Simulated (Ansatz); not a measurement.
We consider bcc Ba, described by LDA (PAW; Ansatz, a program for electronic structure).

Run with plane-wave cutoff 520 eV, 18×18×18 k mesh, Fermi–Dirac smearing 0.1 eV, perturbation theory, force constants from a 6×6×6 q mesh, scalar-relativistic PAW data made under PBE.

Computed at the level's own relaxed cell. Harmonic vibrational thermodynamics at fixed volume:

```tsv
T (K)	S_vib (J/K per mol of atoms)	C_V (J/K per mol of atoms)	F_vib (eV/atom)
0	0.00	0.00	0.0097
200	51.27	24.62	-0.0539
300	61.29	24.80	-0.1126
400	68.44	24.86	-0.1800
500	73.99	24.89	-0.2539
900	88.63	24.92	-0.5939
1000	91.26	24.93	-0.6872
```

The crystal is taken as a harmonic solid at every temperature: melting, phase changes and thermal expansion are not seen, nor the electrons' share in a metal.
